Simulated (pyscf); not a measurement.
Concerted two-bond exchange: formaldehyde (H₂C=O) + water (H₂O) → :HC–OH [singlet] + water (H₂O)

Gas phase, singlet surface, charge 0. Bonds broken: C1–H3, O5–H6. Bonds formed: O2–H6, H3–O5. Structures and frequencies: ωB97X-D3(BJ)/def2-SVP in PySCF. Correlated levels are frozen-core, on RHF or UHF. ΔMP2 is the change of the MP2 total energy from the triple- to the quadruple-zeta basis.

Transition state (Å):

```xyz
7

C     -1.6963    -0.4736    -0.0311
O     -1.3354     0.5188     0.6576
H     -0.5128    -0.3804    -0.9217
H     -2.6662    -0.8986     0.3198
O      0.3787     0.3740    -0.9340
H     -0.3479     0.7342     0.0667
H      1.1543    -0.1072    -0.6189
```

One imaginary mode, 1628i cm⁻¹; descent along it reached the two sides named, in the forms told below.

```json
[
 {"bond": "C1–H3", "change": "breaks", "reactant side (Å)": "1.113", "saddle": "1.484", "product side": "2.063"},
 {"bond": "O5–H6", "change": "breaks", "reactant side (Å)": "0.970", "saddle": "1.288", "product side": "1.717"},
 {"bond": "O2–H6", "change": "forms", "reactant side (Å)": "2.020", "saddle": "1.171", "product side": "0.999"},
 {"bond": "H3–O5", "change": "forms", "reactant side (Å)": "2.491", "saddle": "1.168", "product side": "0.986"}
]
```

Electronic energies relative to the separated reactants (kcal/mol):

```tsv
level	barrier	reaction energy	reverse barrier
ωB97X-D3(BJ)/def2-TZVP	49.4	+52.0	-2.6
PBE/def2-TZVP	42.2	+54.4	-12.2
r²SCAN/def2-TZVP	44.5	+54.4	-9.9
B3LYP-D3(BJ)/def2-TZVP	48.3	+53.2	-4.9
PBE0-D3(BJ)/def2-TZVP	45.7	+53.5	-7.8
M06-2X/def2-TZVP	47.7	+51.4	-3.7
ωB97M-D3(BJ)/def2-TZVP	48.4	+50.7	-2.3
HF/def2-TZVP	67.0	+48.4	18.7
MP2/def2-QZVPP	51.2	+55.5	-4.2
CCSD/def2-TZVPP	54.1	+50.8	3.3
CCSD(T)/def2-TZVPP	51.0	+51.4	-0.4
CCSD(T)/def2-TZVPP + ΔMP2(QZVPP)	51.4	+51.4	0.0
```

With CCSD(T)/def2-TZVPP + ΔMP2(QZVPP) energies and thermal terms (ideal gas, 1 atm, RRHO with modes under 100 cm⁻¹ raised to 100, one conformer, R ln 2 for chiral ones without a mode under 150 cm⁻¹), in kcal/mol:

| T (K) | ΔH‡ | ΔG‡ | ΔH | ΔG |
|---|---|---|---|---|
| 298 | 49.6 | 59.6 | +51.6 | +51.1 |
| 600 | 49.4 | 70.0 | +51.7 | +50.6 |
| 900 | 50.0 | 80.2 | +51.8 | +50.1 |
| 1200 | 50.8 | 90.1 | +51.9 | +49.5 |

On the reactant side the descent ends in a complex, 5.4 kcal/mol under the separated species and 54.8 kcal/mol under the saddle at ωB97X-D3(BJ)/def2-TZVP. On the product side the descent ends in a bound adduct, 12.3 kcal/mol under the separated species and 9.7 kcal/mol under the saddle at ωB97X-D3(BJ)/def2-TZVP. At ωB97X-D3(BJ), PBE, r²SCAN, B3LYP-D3(BJ), PBE0-D3(BJ), M06-2X, ωB97M-D3(BJ), MP2, CCSD(T) the saddle lies under the separated products, which points to a path from their complex (located at ωB97X-D3(BJ) alone), and parting the products costs more than the saddle. The same reactants have a lower exit, to HO–CH₂–OH (barrier +33.0 kcal/mol at ωB97M-D3(BJ), against +48.4 kcal/mol here). One saddle was located; it need not be the lowest between these sides. The CCSD(T) − MP2 part came from Ansatz, without density fitting, on the same reference.
